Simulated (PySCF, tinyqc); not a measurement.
Orbital energy against energy difference: ionisation energy by orbital energies and by energy differences in the 6-31g basis, for CH2, spin multiplicity 1. Computed by the program tinyqc with PySCF. 

Geometry (angstrom):

| atom | x | y | z |
|---|---|---|---|
| C | 0.0000 | 0.0000 | 0.0000 |
| H | 0.0000 | 0.9500 | 0.4270 |
| H | 0.0000 | -0.9500 | 0.4270 |

CCSD(T) difference in the same basis = 8.5346 eV

IP-EOM-CCSD = 8.4946 eV

The cation is unrestricted; errors are against CCSD(T) in this basis, not against experiment.

First vertical ionisation energy (eV):

| method | -e(HOMO) | E(cation) - E | error of -e(HOMO) | error of the difference |
|---|---|---|---|---|
| HF | 9.148 | 7.80343 | 0.614 | -0.731 |
| LDA | 4.933 | 9.09704 | -3.602 | 0.562 |
| PBE | 5.584 | 8.86068 | -2.951 | 0.326 |
| B3LYP | 5.133 | 9.08504 | -3.401 | 0.550 |
| PBE0 | 5.401 | 8.94277 | -3.134 | 0.408 |
| CAM-B3LYP | 6.882 | 9.07456 | -1.653 | 0.540 |
| LC-wPBE | 8.422 | 9.05293 | -0.113 | 0.518 |

Koopmans errs by +0.61 eV and Delta-HF by -0.73 eV: relaxation, 1.34 eV, lowers the value and the missing correlation difference works against it. The PBE level is off by -3.0 eV through the wrong tail of its potential, though its energy difference is off by +0.33 eV; exact exchange deepens the level, and among the orbital energies LC-wPBE comes closest; among the differences PBE does. The restricted reference is unstable here: a spin-polarised solution lies 0.0381 hartree lower (PySCF), so results built on it describe a poor reference.
